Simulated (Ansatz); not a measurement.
For hcp Re, PBEsol+SOC (plane waves, PAW; Ansatz, an electronic-structure program) gives:

```
Item                   Value
-------------------  -------
lattice parameter a  2.753 Å
c axis length        4.440 Å
```

**Question.** What does B3LYP (VWN-RPA form) (Ansatz, plane waves, PAW) give for the same quantities?

**Answer.** 
- lattice constant a: 2.778 Å (grows by 0.9 %)
- lattice parameter c: 4.506 Å (increases by 1.5 %)

For comparison: lattice constant a 2.761 Å (measured, 293 K, not corrected to a static lattice; as tabulated in Wikipedia's data pages); lattice parameter c 4.458 Å (measured, 293 K, not corrected to a static lattice; as tabulated in Wikipedia's data pages).

Changes are worked out from the printed values.

Unless a cell is named, each level is at its own relaxed cell (PBEsol+SOC 14.57, B3LYP (VWN-RPA form) 15.06 Å³/atom).

Levels without +SOC leave out spin–orbit coupling, which shifts energies and cells of such heavy elements.

Ansatz's density-functional and Hartree–Fock values are scalar-relativistic unless marked +SOC, with PAW data made under PBE.
